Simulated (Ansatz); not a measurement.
C$_{2}$H$_{4}$ClF (`FCCCl`) from Hartree–Fock to CCSD(T)

Z-matrix (Å, degrees):
```
C
C 1 1.509
F 1 1.381 2 108.5
H 1 1.093 2 110.9 3 -119.1
H 1 1.093 2 110.9 3 119.1
Cl 2 1.776 1 109.1 3 179.9
H 2 1.089 1 111.1 3 61.0
H 2 1.089 1 111.1 3 -61.2
```

Total charge 0; spin multiplicity 1. The structure was optimised at the PBE0-D4/def2-TZVP level. It is one conformer, not always the lowest. Frozen core, restricted reference, the Gaussian-basis code of Ansatz. CBS rows extrapolate triple and quadruple zeta.

```tsv
basis	HF (Eh)	MP2 corr.
def2-TZVPP	-637.08598	-0.78221
def2-QZVPP	-637.10683	-0.84862
```

Question: Estimate the CCSD correlation energy and the (T) correction in each basis where they were run (hartree).

Answer: 
```tsv
basis	CCSD corr.	(T)
def2-TZVPP	-0.81948	-0.03001
def2-QZVPP	-0.87829	-0.03482
CBS(def2)	-0.92186	-0.03838
```
